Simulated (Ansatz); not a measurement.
System: rhombohedral A7 Bi. Method: r²SCAN (plane waves, PAW; Ansatz, a quantum-chemistry and plane-wave program).

Run with plane-wave cutoff 600 eV, 12×12×12 k mesh, Fermi–Dirac smearing 0.1 eV, finite displacements, scalar-relativistic PAW data made under PBE.

The cell has the measured lattice parameters. Conventional cell: a = 4.5460 Å, b = 4.5460 Å, c = 11.8620 Å, α = 90.00°, β = 90.00°, γ = 120.00°.

Harmonic phonon frequencies (cm⁻¹; i marks an imaginary mode):

| q point | frequencies |
|---|---|
| Γ | ? |
| T | 40 40 58 110 110 120 |
| L | 49 61 61 104 105 113 |
| F | 26 29 36 86 95 103 |

**Question.** Complete the blanks.

**Answer.** 
- Γ, frequencies: 0 0 0 77 77 109

No imaginary mode appears at these points.

Note: the cell isn't this level's own, so it is under some stress, which shifts stiffness and frequencies.
